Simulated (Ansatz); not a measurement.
**HNB, doublet: reading a ladder of total energies**

Geometry: a point of a bend scan, not a stationary point.

```yaml
atoms:
  - { symbol: B, position_ang: [0.3968, 0.0000, 0.6131] }
  - { symbol: N, position_ang: [-0.3247, 0.0000, -0.3874] }
  - { symbol: H, position_ang: [0.2559, 0.0000, -1.1925] }
```

Basis 6-31G; Ansatz 0.2.0. Correlated methods freeze the noble-gas cores, which leaves 9 electrons in 18 orbitals. R marks a restricted (for open shells ROHF) determinant.

Full CI is exact within this basis and frozen core; it isn't the basis-set limit.

Runs differ by some tens of microhartree through their thresholds and, for an open shell, their frozen cores, so steps under 0.03 kcal/mol mean nothing.

```json
{"level": "RHF", "total energy (hartree)": "-79.578631"}
{"level": "RMP2", "total energy (hartree)": "-79.734935"}
{"level": "RCCSD", "total energy (hartree)": "-79.746530"}
{"level": "RCCSD(T)", "total energy (hartree)": "-79.753126"}
{"level": "RCCSDT", "total energy (hartree)": "-79.753922"}
{"level": "RCCSDT(Q)", "total energy (hartree)": "-79.754240"}
{"level": "RCCSDTQ", "total energy (hartree)": "-79.754247"}
{"level": "full CI", "total energy (hartree)": "-79.754254"}
```

What is the correlation energy at full CI, and what share of it do RMP2 and RCCSD recover?

E(corr) = -79.754254 − (-79.578631) = -0.175623 hartree = -4.779 eV. RMP2: -0.156304 / -0.175623 = 89.00 %. RCCSD: -0.167899 / -0.175623 = 95.60 %.

By how many kcal/mol does RCCSD(T) miss full CI (1 hartree = 627.509 kcal/mol), and which steps make up the rest?

-79.753126 − (-79.754254) = 0.001128 hartree = 0.71 kcal/mol. Steps: RCCSDT − RCCSD(T) = -0.50, RCCSDT(Q) − RCCSDT = -0.20, RCCSDTQ − RCCSDT(Q) = 0.00, full CI − RCCSDTQ = 0.00 kcal/mol. That is within 1 kcal/mol of the reference in this basis, which itself misses far more of the correlation at the basis-set limit.
